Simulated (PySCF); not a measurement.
These 2 structures share the formula BH5OSi. Computed with PBE0-D3(BJ)/def2-SVP geometry optimisation, gas phase (PySCF 2.14.0). Energies are electronic, without zero-point or thermal terms, for one conformer each. No frequencies were run at this level. Point groups hold within 0.08 Å.

Task: Rank from lowest to highest electronic energy at this level (kJ/mol).
A. `[BH2:1][SiH2:2][OH:3]` with H–B1–Si2–O3 -17° and 166°, B1–Si2–O3–H 47°
B. `[BH2:1][O:2][SiH3:3]` with H–B1–O2–Si3 0° and 179°

Result: B (0.0), A (174.9).

As drawn, the lower has a B–O bond, which the higher lacks; the higher has an O–H bond, which the lower lacks.

```json
{"SMILES": "BO[SiH3]", "E (Eh)": "-392.21164", "E rel (kJ/mol)": "0.0", "dipole (D)": "1.35", "point group": "Cs", "A, B, C (MHz)": "42242, 5667, 5312"}
{"SMILES": "B[SiH2]O", "E (Eh)": "-392.14501", "E rel (kJ/mol)": "174.9", "dipole (D)": "1.56", "point group": "–", "A, B, C (MHz)": "20456, 6322, 5163"}
```
